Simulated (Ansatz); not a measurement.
Predict the output of the script below (the Ansatz DFT code, driven from Python).

Script `composite.py`:
```python
"""Relax BFH2 cheaply, then refine its energy."""

import itertools
import warnings

import ansatz as az
from ase.data import atomic_numbers, covalent_radii
import numpy as np

BASIS_SET = "def2-SVP"
XC = "pbe0"

GEOMETRY = """
B    -0.01370   -0.03940   -0.02660
F     1.14810   -0.29350    0.68480
H    -1.07340   -0.62180    0.15300
H    -0.00540    0.89450   -0.83160
"""

warnings.simplefilter("ignore", az.DeckWarning)

system = az.Crystal.molecule()
for line in GEOMETRY.strip().splitlines():
    symbol, *xyz = line.split()
    system = system.atom(symbol, [float(v) for v in xyz])

base = system.calculation()
base = base.basis(gaussian=BASIS_SET).functional(XC)
symbols = [site.symbol for site in system.cartesian_sites]
start = np.array([site.position_ang for site in system.cartesian_sites], dtype=float)
data = base.relax(force_tolerance=0.01, max_steps=100).run(threads=1, pin="off").report
end = np.array(data["positions_ang"])
# pairs closer than 1.2 times the sum of covalent radii, before or after
radius = [covalent_radii[atomic_numbers[s]] for s in symbols]
span = lambda where, i, j: np.linalg.norm(where[i] - where[j])
bonded = [(i, j) for i, j in itertools.combinations(range(len(symbols)), 2) if min(span(start, i, j), span(end, i, j)) < 1.2 * (radius[i] + radius[j])]
print("pair        before    after (A)")
for i, j in bonded:
    print(f"{symbols[i]}{i}-{symbols[j]}{j}".ljust(10), f"{span(start, i, j):8.4f} {span(end, i, j):8.4f}")

minimum = az.Crystal.molecule()
for symbol, place in zip(symbols, end):
    minimum = minimum.atom(symbol, place.tolist())
at_minimum = minimum.calculation()
# MP2 extrapolated to the basis limit, plus the small-basis difference CCSD(T) - MP2
level = lambda method, basis: at_minimum.basis(gaussian=basis).correlation(method).run(threads=1, pin="off").report
small, large, cluster = level("mp2", "cc-pVDZ"), level("mp2", "cc-pVTZ"), level("ccsd_t", "cc-pVDZ")
corr = lambda each: (each["free_energy_ev"] - each["reference_energy_ev"]) / 27.211386246
mp2_limit = (27 * corr(large) - 8 * corr(small)) / 19
pieces = {"HF / cc-pVTZ": large["reference_energy_ev"] / 27.211386246, "MP2 correlation, DZ-TZ limit": mp2_limit, "CCSD(T) - MP2 / cc-pVDZ": corr(cluster) - corr(small)}
for name, value in pieces.items():
    print(f"{name:32s} {value:14.6f} Ha")
print(f"{'sum':32s} {sum(pieces.values()):14.6f} Ha")
print("T1 diagnostic", round(cluster["correlation"]["coupled_cluster"]["t1_diagnostic"], 4))
```

Running `python composite.py` prints:
```text
pair        before    after (A)
B0-F1        1.3858   1.3160
B0-H2        1.2225   1.2093
B0-H3        1.2330   1.2093
HF / cc-pVTZ                        -125.373107 Ha
MP2 correlation, DZ-TZ limit          -0.392272 Ha
CCSD(T) - MP2 / cc-pVDZ               -0.023119 Ha
sum                                 -125.788499 Ha
T1 diagnostic 0.0148
```

What to keep in mind:
- The settings weren't tested for convergence.
- The sum leaves out core correlation, relativity, the Hartree-Fock basis error and zero-point energy; a DZ-TZ extrapolation is rough.
- Inner cores stay frozen, so this is valence correlation.
- An extrapolation from small basis sets is rough.
- Timing: 7.8 s on 1 thread of Intel(R) Xeon(R) Platinum 8259CL CPU @ 2.50GHz (Skylake/Cascade Lake), with other jobs on the host, peak memory 0.19 GiB.

(A comment or docstring line of the script was reworded after the run, the code is as it ran; lines on the test bed's own set-up are left out of the output.)
